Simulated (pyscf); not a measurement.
## Elimination: H₃C–O–SiH₃ → methane (CH₄) + silanone (O=SiH₂)

Gas phase, singlet surface, charge 0. Bonds broken: C1–O2, Si3–H7. Bonds formed: C1–H7. Structures and frequencies: ωB97X-D3(BJ)/def2-SVP in PySCF. MP2 and CC: frozen core, UHF for open shells. ΔMP2 is the change of the MP2 total energy from the triple- to the quadruple-zeta basis.

Transition state (Å):

```xyz
9

C     -0.5462    -0.8454    -0.1523
O      0.6105     0.9623    -0.3574
Si    -0.1636     1.2865     0.9953
H     -1.0267    -0.5607    -1.0891
H      0.4934    -1.1604    -0.2464
H     -1.1431    -1.4865     0.5059
H     -1.3398     0.2472     0.8419
H      0.3991     0.8364     2.3080
H     -0.8231     2.6134     1.2219
```

One imaginary mode, 1332i cm⁻¹; descent along it reached the two sides named.

```
bond    change  reactant side (Å)  saddle  product side
------  ------  -----------------  ------  ------------
C1–O2   breaks              1.407   2.156           3.7
Si3–H7  breaks              1.496   1.577           2.7
C1–H7    forms                3.2   1.677         1.103
```

Electronic energies relative to the reactant's lowest minimum found (kcal/mol):

| level | barrier | reaction energy | reverse barrier |
|---|---|---|---|
| ωB97X-D3(BJ)/def2-TZVP | 93.8 | +23.7 | 70.0 |
| PBE/def2-TZVP | 80.7 | +16.5 | 64.3 |
| r²SCAN/def2-TZVP | 85.3 | +19.9 | 65.4 |
| B3LYP-D3(BJ)/def2-TZVP | 88.1 | +19.5 | 68.5 |
| PBE0-D3(BJ)/def2-TZVP | 90.2 | +23.3 | 66.9 |
| M06-2X/def2-TZVP | 95.5 | +24.4 | 71.2 |
| ωB97M-D3(BJ)/def2-TZVP | 91.3 | +20.4 | 70.9 |
| HF/def2-TZVP | 109.3 | +27.0 | 82.3 |
| MP2/def2-QZVPP | 93.2 | +17.3 | 75.9 |
| CCSD/def2-TZVPP | 97.0 | +21.2 | 75.7 |
| CCSD(T)/def2-TZVPP | 92.2 | +19.5 | 72.7 |
| CCSD(T)/def2-TZVPP + ΔMP2(QZVPP) | 91.3 | +19.6 | 71.8 |

With CCSD(T)/def2-TZVPP + ΔMP2(QZVPP) energies and thermal terms (ideal gas, 1 atm, RRHO with modes under 100 cm⁻¹ raised to 100, one conformer, R ln 2 for rigid chiral ones), in kcal/mol:

| T (K) | ΔH‡ | ΔG‡ | ΔH | ΔG |
|---|---|---|---|---|
| 298 | 88.6 | 88.8 | +18.1 | +9.2 |
| 600 | 88.7 | 88.9 | +17.7 | +0.3 |
| 900 | 88.6 | 89.0 | +16.8 | -8.3 |
| 1200 | 88.2 | 89.2 | +15.6 | -16.4 |

The same reactants have a lower exit, to SiH₂ [singlet] + H₃C–OH (barrier +78.3 kcal/mol at ωB97M-D3(BJ), against +91.3 kcal/mol here). H₃C–O–SiH₃ lies 23.7 kcal/mol over its isomer H₃C–SiH₂–OH, and others may lie lower still (electronic energy, ωB97M-D3(BJ)). This is the saddle that the search found; another between the same sides may lie lower. The CCSD(T) − MP2 part came from Ansatz, without density fitting, on the same reference.
